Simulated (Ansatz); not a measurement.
System: corundum (α-Al2O3). Method: B3LYP (VWN-RPA form) (PAW; Ansatz, an electronic-structure program).

The run printed, among other lines:

```
WARN output.stress: scf.exx.energy_threshold = 1e-6 eV is looser than the 1e-7 eV advised for a stress under a hybrid functional (1e-8 eV for each atom of the …
Crystal: 10 atoms, lattice volume = 84.841 Å³
Basis set: ecut = 460 eV, 1887 PW (Γ), exchange–correlation on 72×72×72 points (8 copies of the dense FFT grid, shifted against one another)
Bands: 34, of which v1, the nominal top of the filled ones, is band 24 counted from 1 (23 counted from 0)
Symmetry: 12 space group operations
Space group: R-3c (ITA 167), of the structure as read, at distance tolerance 4.4e-5 Å
k-points: 32 of 216
Functional: x = 0.1 slater + 0.9 b88, c = 0.19 vwn_rpa + 0.81 lyp, warm-up for x = 0.08 slater + 0.72 b88 + 0.2 exact, c = 0.19 vwn_rpa + 0.81 lyp
SCF iter   1: F=—  HF=-5594.340400 eV  |F-HF|=—  |Δ(HF+E_count)|=         —  Δρ=2.00e-2  dr2=2.15e-1
SCF iter   2: F=—  HF=-5594.283821 eV  |F-HF|=—  |Δ(HF+E_count)|=   5.66e-2  Δρ=6.98e-3  dr2=2.87e-2
  ...
Crystal: 10 atoms, lattice volume = 84.841 Å³
Initial density: handed on by an earlier stage of this run
Functional: x = 0.08 slater + 0.72 b88 + 0.2 exact, c = 0.19 vwn_rpa + 0.81 lyp
Crystal: 10 atoms, lattice volume = 84.841 Å³
SCF iter   4: F=—  HF=-5598.676507 eV  |F-HF|=—  |Δ(HF+E_count)|=   1.19e-8  Δρ=1.59e-6  dr2=1.15e-9
SCF iter   5: F=-5598.676507 eV  HF=-5598.676507 eV  |F-HF|=1.18e-11  |Δ(HF+E_count)|=  4.13e-10  Δρ=1.40e-7  dr2=1.57e-11
SCF 3 converged in 5 iterations: F = -5598.676507 eV  dr2 = 1.57e-11
Free energy (F): -5598.676507 eV
Internal energy: -5598.676507 eV  (E = F + TS)
E sigma→0 (E₀):  -5598.676507 eV
Fermi energy:    10.839635 eV
--- Forces (eV/Å), atoms counted from 1 ---
  atom   1  Al    -0.00129377     0.00000000    -0.00041038
  atom   2  Al    -0.00129377    -0.00000000    -0.00041038
  atom   3  Al     0.00129377    -0.00000000     0.00041038
  atom   4  Al     0.00129377     0.00000000     0.00041038
  atom   5  O      0.00000000     0.03449514     0.00000000
  atom   6  O     -0.00903238    -0.01724757     0.02847547
  atom   7  O     -0.00000000    -0.03449514    -0.00000000
  atom   8  O     -0.00903238     0.01724757     0.02847547
  atom   9  O      0.00903238     0.01724757    -0.02847547
  atom  10  O      0.00903238    -0.01724757    -0.02847547
--- Stress (GPa, compression-positive) ---
        3.827456       0.000000       0.025925
        0.000000       3.745726      -0.000000
        0.025925      -0.000000       3.753949
  P = ⅓ Tr σ = 3.7757 GPa (37.757 kbar)
```

Question: Write an input file that could have produced this run (the log leaves some choices open).

Answer: Several could match; the one computed here: 
Ansatz 0.2 input:
```yaml
crystal:
  lattice:
    - [-4.541807, -2.3785, 0.0]
    - [-4.541807, 2.3785, 0.0]
    - [-3.29621, 0.0, -3.926866]
  atoms:
    - { symbol: Al, position: [0.85218, 0.85218, 0.85218] }
    - { symbol: Al, position: [0.35218, 0.35218, 0.35218] }
    - { symbol: Al, position: [0.14782, 0.14782, 0.14782] }
    - { symbol: Al, position: [0.64782, 0.64782, 0.64782] }
    - { symbol: O, position: [0.44375, 0.05625, 0.75] }
    - { symbol: O, position: [0.05625, 0.75, 0.44375] }
    - { symbol: O, position: [0.55625, 0.94375, 0.25] }
    - { symbol: O, position: [0.25, 0.55625, 0.94375] }
    - { symbol: O, position: [0.94375, 0.25, 0.55625] }
    - { symbol: O, position: [0.75, 0.44375, 0.05625] }
basis:
  ecutwfc: 460
  ecutrho_ratio: 4
  xc_grid: 2
kpoints:
  mp_grid: { grid: [6, 6, 6] }
hamiltonian:
  xc: b3lyp
  dispersion: none
  pseudopotentials: { kind: paw }
scf:
  occupations: { method: fermi_dirac, width: 0.01 }
  convergence: { dr2_threshold: 0.000000001 }
output:
  forces: true
  stress: true
  eigenvalues: true
```

The PAW data were made under PBE.

Note: cell and atoms aren't relaxed at this level (largest force component 0.03 eV/Å, pressure 3.8 GPa).
